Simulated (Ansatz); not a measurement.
Start from `BO[SiH3]` and change one element to get `[AlH2][O][SiH3]`.

Ansatz, PBE0-D4/def2-TZVP geometries, multiplicity 1. 

```csv
property,`BO[SiH3]`
HOMO energy (B3LYP/def2-TZVPP) / eV,-8.30
HOMO–LUMO gap (PBE0/def2-TZVPP) / eV,7.84
HOMO energy (ωB97M-V/def2-TZVPP) / eV,-10.86
HOMO energy (PBE0/def2-TZVPP) / eV,-8.49
size of the dipole moment (ωB97M-V/def2-TZVPP) / D,0.98
LUMO energy (ωB97M-V/def2-TZVPP) / eV,1.22
```

Question: What does the change do to each property? (Estimate.)

Answer: Ansatz gave: 
```
                                          property  `[AlH2][O][SiH3]`  shift
               HOMO energy (B3LYP/def2-TZVPP) / eV              -8.05   0.25
              HOMO–LUMO gap (PBE0/def2-TZVPP) / eV               7.06  -0.78
             HOMO energy (ωB97M-V/def2-TZVPP) / eV             -10.48   0.38
                HOMO energy (PBE0/def2-TZVPP) / eV              -8.24   0.25
size of the dipole moment (ωB97M-V/def2-TZVPP) / D               0.44  -0.54
             LUMO energy (ωB97M-V/def2-TZVPP) / eV               0.40  -0.82
```

With PBE0 the HOMO rises by 0.25 eV and the LUMO falls by 0.53 eV, so the gap narrows by about 0.78 eV. PBE moves the HOMO by 0.13 eV and ωB97M-V by 0.38 eV. Dipoles are sizes alone; their direction can turn.

B3LYP here is the variant with VWN-RPA as its local correlation; programs differ in this.
